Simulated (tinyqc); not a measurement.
Worked calculation: harmonic frequencies on the RHF/sto-3g surface (energies and gradients from PySCF), for HF, spin multiplicity 1. One step of it, computed by the program tinyqc.

Problem. One row of the Hessian: 2Hz. Displace 2Hz by +/-0.005 bohr; H(k, :) = (g(+) - g(-)) / (2 delta).

optimised positions (bohr), order 1F, 2H:
$$\begin{pmatrix}
0.000000 & 0.000000 & -0.082640 \\
0.000000 & 0.000000 & 1.722922
\end{pmatrix}$$

gradient at +delta (hartree/bohr), order 1F, 2H:
$$\begin{pmatrix}
0.00000000 & 0.00000000 & -0.00359760 \\
0.00000000 & 0.00000000 & 0.00359760
\end{pmatrix}$$

gradient at -delta (hartree/bohr), order 1F, 2H:
$$\begin{pmatrix}
0.00000000 & 0.00000000 & 0.00365543 \\
0.00000000 & 0.00000000 & -0.00365543
\end{pmatrix}$$

Give: row of the Hessian.

Solution.

row of the Hessian (hartree/bohr^2): 1Fx 0.00000, 1Fy 0.00000, 1Fz -0.72530, 2Hx 0.00000, 2Hy 0.00000, 2Hz 0.72530
